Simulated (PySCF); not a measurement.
Point-charge models of `N` (NH3) against its computed dipole.

Coordinates (PBE0-D3(BJ)/def2-SVP, Å) and charges (e) from the PBE0/pcSseg-1 density (PySCF):

| atom | x | y | z | Mulliken | IAO | Hirshfeld | ESP-fitted |
| --- | --- | --- | --- | --- | --- | --- | --- |
| N1 | 0.005 | -0.004 | 0.303 | -0.4845 | -0.7259 | -0.3220 | -0.9829 |
| H2 | 0.079 | -0.931 | -0.116 | +0.1615 | +0.2420 | +0.1073 | +0.3283 |
| H3 | -0.849 | 0.398 | -0.082 | +0.1615 | +0.2420 | +0.1074 | +0.3276 |
| H4 | 0.766 | 0.537 | -0.106 | +0.1615 | +0.2420 | +0.1073 | +0.3270 |

Q: Compute μ = Σ q r for each scheme (1 e·Å = 4.803 D) and compare with the dipole of the full density.

A: The full density gives (-0.03, 0.03, -1.86) D, 1.86 D in size; dipole vectors point from the negative to the positive end.

| scheme | μx | μy | μz | size (D) | share of the full size (%) | angle to the full dipole (°) |
| --- | --- | --- | --- | --- | --- | --- |
| Mulliken | -0.02 | 0.01 | -0.94 | 0.94 | 50 | 0 |
| IAO | -0.02 | 0.02 | -1.41 | 1.41 | 76 | 0 |
| Hirshfeld | -0.01 | 0.01 | -0.62 | 0.63 | 34 | 0 |
| ESP-fitted | -0.03 | 0.02 | -1.91 | 1.91 | 102 | 0 |

Q: Which set comes closest?

A: Length of the difference vector: ESP-fitted 0.05 D, IAO 0.45 D, Mulliken 0.92 D, Hirshfeld 1.24 D. Closest: ESP-fitted. ESP charges are fitted to the potential around the molecule, whose slowest-falling term is the dipole's. 

Q: What is left for the Hirshfeld atoms' own dipoles?

A: The Hirshfeld atoms' densities add up to the full density, so μ = Σ q r + Σ (atomic dipoles). The atomic dipoles sum to (-0.03, 0.03, -1.86) − (-0.01, 0.01, -0.62) = (-0.02, 0.02, -1.24) D, 1.24 D in size.

Q: With the origin at the mean of the coordinates, (0.000, 0.000, 0.000) Å, which are the largest single terms, by size, of the IAO dipole along the direction of the full one?

A: N1 +1.06, H4 +0.12, H3 +0.12, H2 +0.12 D; all 4 atoms together +1.41 D. The single terms depend on the origin, their sum doesn't.

Q: Give the size of the full dipole in other units.

A: 1.86 D = 0.733 au = 0.388 e·Å = 6.21 × 10⁻³⁰ C·m.

Isolated species at its PBE0-D3(BJ)/def2-SVP geometry, gas phase.
